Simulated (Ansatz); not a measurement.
Reaction (SMILES): S (H2S) + H+ → [SH3+]
B3LYP-D3(BJ)/def2-TZVP geometries, fixed; electronic energies without zero-point terms; positive where energy is released.

How fast the proton affinity converges with the basis for several methods (Ansatz, a quantum-chemistry and plane-wave program): deviation from each method's own reference, in kcal/mol. References: B3LYP 175.26 kcal/mol, the value in pcseg-4; CCSD(T) 174.16 kcal/mol, Hartree-Fock in aug-cc-pV(Q+d)Z plus the correlation part extrapolated as X^-3 from aug-cc-pV(T+d)Z and aug-cc-pV(Q+d)Z; HF 176.85 kcal/mol, the value in aug-pcseg-3; MP2 172.84 kcal/mol, Hartree-Fock in aug-cc-pV(Q+d)Z plus the correlation part extrapolated as X^-3 from aug-cc-pV(T+d)Z and aug-cc-pV(Q+d)Z; PBE 175.08 kcal/mol, the value in pcseg-4; wB97M-V 172.35 kcal/mol, the value in pcseg-4. All functions are spherical. In correlated methods cores are frozen. No added dispersion term, no relativity. Functionals ending in -V hold VV10 correlation. 

```
basis            functions       B3LYP  CCSD(T)     HF   MP2    PBE  wB97M-V
---------------  ---------  ----------  -------  -----  ----  -----  -------
pcseg-1                 33  (withheld)     3.75  -2.85  2.49  -1.88    -2.13
cc-pV(D+d)Z             38  (withheld)     5.63  -0.68  4.32   1.04     0.47
aug-cc-pV(D+d)Z         59  (withheld)     1.40  -1.52  0.54  -1.18    -1.78
6-311++G(2d,2p)         65  (withheld)     2.37  -0.75  1.59  -0.29    -0.23
jun-cc-pV(T+d)Z         90  (withheld)     1.20  -0.38  1.08  -0.26    -0.24
def2-TZVPPD            102  (withheld)     1.36  -0.25  1.22  -0.22    -0.19
pcseg-3                163  (withheld)     1.22   0.02  1.21   0.03     0.03
def2-QZVPPD            178  (withheld)     0.62  -0.14  0.65  -0.09    -0.14
```

Problem. What belongs in the gaps?

Solution. 
- pcseg-1, B3LYP: -2.15
- cc-pV(D+d)Z, B3LYP: 0.82
- aug-cc-pV(D+d)Z, B3LYP: -1.52
- 6-311++G(2d,2p), B3LYP: -0.44
- jun-cc-pV(T+d)Z, B3LYP: -0.29
- def2-TZVPPD, B3LYP: -0.20
- pcseg-3, B3LYP: 0.00
- def2-QZVPPD, B3LYP: -0.09

Mean absolute deviation over 6-311++G(2d,2p), jun-cc-pV(T+d)Z, def2-TZVPPD: wB97M-V 0.22, PBE 0.26, B3LYP 0.31, HF 0.46, MP2 1.30, CCSD(T) 1.64 kcal/mol.
